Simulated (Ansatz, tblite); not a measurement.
# Al(H2O)H3 (AlH5O): rung by rung

How do method and basis change the picture of Al(H2O)H3 (AlH5O) (singlet)?

Method: as each input shows; program: Ansatz 0.2.0, Gaussian basis.

Levels to be run: GFN1-xTB, GFN2-xTB, PBE-D4/def2-TZVP, r2SCAN-D4/def2-TZVP, BLYP-D4/def2-TZVP, HSE06-D4/def2-TZVP, r2SCAN0-D4/def2-TZVP, B2PLYP/def2-TZVP, B3LYP-D4/def2-TZVP, ωB97M-V/def2-TZVP, ωB97X-V/def2-TZVP, PBE-D4/def2-SVP, PBE0-D4/def2-SVP, HF/STO-3G, CCSD(T)/def2-TZVPP, MP2/def2-TZVP, RPA/def2-TZVP.

### Step 1. The geometry

The geometry is that of the singlet, from an earlier relaxation (PBE-D4/def2-TZVP).

7 atoms, charge 0, spin multiplicity 1.

Bond lengths: Al1–O2 2.063 Å, Al1–H5 1.600 Å, Al1–H6 1.612 Å, Al1–H7 1.611 Å, O2–H3 0.975 Å, O2–H4 0.975 Å. Angles: O2–Al1–H5 102.6°, O2–Al1–H6 96.2°, O2–Al1–H7 94.3°, H5–Al1–H6 118.0°, H5–Al1–H7 119.0°, H6–Al1–H7 117.6°, Al1–O2–H3 108.1°, Al1–O2–H4 111.0°, H3–O2–H4 106.8°.

PBE0-D4/def2-TZVP was run before; its log isn't repeated, and its numbers join the tables.

### Step 2. GFN1-xTB

Tight binding, by tblite at 300 K electronic temperature and without a spin-polarisation term:

```python
tblite.interface.Calculator('GFN1-xTB', numbers, positions, charge=0, uhf=0).singlepoint()
```

Energy -236.5249 eV, HOMO -11.28 eV, LUMO -5.68 eV; 0.007 s.

### Step 3. GFN2-xTB

Tight binding, by tblite at 300 K electronic temperature and without a spin-polarisation term:

```python
tblite.interface.Calculator('GFN2-xTB', numbers, positions, charge=0, uhf=0).singlepoint()
```

Energy -209.5586 eV, HOMO -10.34 eV, LUMO -4.22 eV; 0.002 s.

### Step 4. PBE-D4/def2-TZVP

start.molden holds the orbitals of an earlier run on this state, given as this run's starting guess.

File in.yaml:

```yaml
crystal:
  periodic: [false, false, false]
  atoms:
    - {symbol: Al, position_ang: [0.117647, -0.077610, -0.886246]}
    - {symbol: O, position_ang: [0.174979, 0.000118, 1.174634]}
    - {symbol: H, position_ang: [-0.532014, -0.576350, 1.518853]}
    - {symbol: H, position_ang: [-0.015119, 0.900851, 1.494928]}
    - {symbol: H, position_ang: [1.659872, -0.258490, -1.272715]}
    - {symbol: H, position_ang: [-0.551213, 1.373369, -1.097758]}
    - {symbol: H, position_ang: [-0.854154, -1.361888, -0.931696]}
basis:
  gaussian: {orbitals: def2-TZVP, initial_orbitals: start.molden}
hamiltonian: {xc: pbe, dispersion: d4}
scf: {omitted_lower_state_checks: [starts]}
output: {orbitals: {seedname: orbitals}}
```

The run is started by

```console
ansatz run in.yaml --threads 4 --pin off --events-out ev --progress --plain --max-ram 3916MiB
```

After this run come: r2SCAN-D4/def2-TZVP; BLYP-D4/def2-TZVP; HSE06-D4/def2-TZVP; r2SCAN0-D4/def2-TZVP; B2PLYP/def2-TZVP; B3LYP-D4/def2-TZVP; ωB97M-V/def2-TZVP; ωB97X-V/def2-TZVP; PBE-D4/def2-SVP; PBE0-D4/def2-SVP; HF/STO-3G; CCSD(T)/def2-TZVPP; MP2/def2-TZVP; RPA/def2-TZVP.

Before running them: what should the planned runs give, taken together? Wanted: gap in def2-TZVP, named functionals, smallest and largest; correlation energy, CCSD(T)/def2-TZVPP; correlation energy, MP2/def2-TZVP; binding an atom, CCSD(T)/def2-TZVPP; PBE0 total energy, smallest basis above largest.

The runs gave:

```
                                                 quantity                                  value
gap in def2-TZVP, named functionals, smallest and largest  4.58 eV (BLYP-D4), 11.25 eV (ωB97X-V)
                   correlation energy, CCSD(T)/def2-TZVPP                              -10.86 eV
                        correlation energy, MP2/def2-TZVP                               -9.39 eV
                      binding an atom, CCSD(T)/def2-TZVPP                               2.832 eV
          PBE0 total energy, smallest basis above largest          4.87 eV (def2-SVP, def2-TZVP)
```

What this shows: Over the named functionals in def2-TZVP the gap runs from 4.58 eV (BLYP-D4) to 11.25 eV (ωB97X-V); exact exchange widens it. A small miss in a minimal or small basis is a cancelling of errors, not accuracy. The functionals in def2-TZVP miss CCSD(T)/def2-TZVPP by -0.036 (PBE0-D4) to +0.041 eV (ωB97M-V) an atom. CCSD(T)/def2-TZVPP isn't at the basis-set limit; small misses against it rank nothing.
